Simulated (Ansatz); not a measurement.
`CCSCF` → `[CH]F` + `CCS`  (formal loss of a carbene)

Computed with Ansatz on PBE0-D4/def2-TZVP structures; ΔE is electronic, products minus reactants. CCSD(T)/CBS adds triple-zeta CCSD(T) − MP2 to the extrapolated MP2 energy (def2 sets, frozen cores). This one scheme is used for every species. Functionals use def2-TZVPP. Each species was taken in one conformer, which may not be the lowest.

`CCSCF`:

```xyz
12

C    -0.718    0.470   -1.298
C     0.573   -0.221   -0.905
S     1.347    0.418    0.600
C     0.267   -0.235    1.850
F    -0.917    0.466    1.992
H    -1.090    0.064   -2.243
H    -1.488    0.332   -0.538
H    -0.561    1.543   -1.422
H     1.336   -0.088   -1.677
H     0.432   -1.298   -0.782
H     0.010   -1.273    1.626
H     0.808   -0.178    2.797
```

`[CH]F`:

```xyz
3

C     0.169    0.199   -0.438
F     0.462   -0.873    0.239
H    -0.630    0.674    0.199
```

`CCS`:

Z-matrix (Å, degrees):
```
C
C 1 1.514
H 1 1.094 2 110.6
H 1 1.091 2 111.0 3 120.4
H 1 1.093 2 111.0 3 -119.6
S 2 1.813 1 114.1 3 -177.2
H 2 1.092 1 111.5 3 58.7
H 2 1.093 1 110.8 3 -60.2
H 6 1.343 2 96.8 1 -62.2
```

```
             level  ΔE (kcal/mol)
            PBE-D4           93.1
           PBE0-D4           94.1
          BHLYP-D4           88.6
              BLYP           82.2
           r2SCANh           93.4
RPA@PBE/def2-TZVPP           79.3
  CCSD(T)/def2-SVP           84.8
     MP2/CBS(def2)           95.1
```

(1) What does CCSD(T)/CBS give? (An estimate is asked.)

Largest T1 diagnostic among the species: 0.018.

## Answers

(1) Computed: +87.9 kcal/mol. The listed levels differ from it by 5.2, 6.2, 0.7, -5.7, 5.5, -8.6, -3.1, 7.2 kcal/mol.

The D4 term adds +2.9 kcal/mol with B3LYP and +1.6 kcal/mol with PBE0; it sums over pairs of atoms, weighted by their polarisabilities, and B3LYP, whose exchange is more repulsive, gets the larger term. From PBE to PBE0 (25 % exact exchange), in def2-TZVPP and without D4, ΔE moves by +1.2 kcal/mol. At CCSD(T), def2-SVP lies −3.1 kcal/mol from the extrapolated value and def2-TZVPP −2.0 kcal/mol.

CCSD(T)/CBS has its own doubt, a few kJ/mol and more with outer-core shells, so smaller differences from it don't rank the levels.

B3LYP here is the variant with VWN-RPA as its local correlation; programs differ in this.
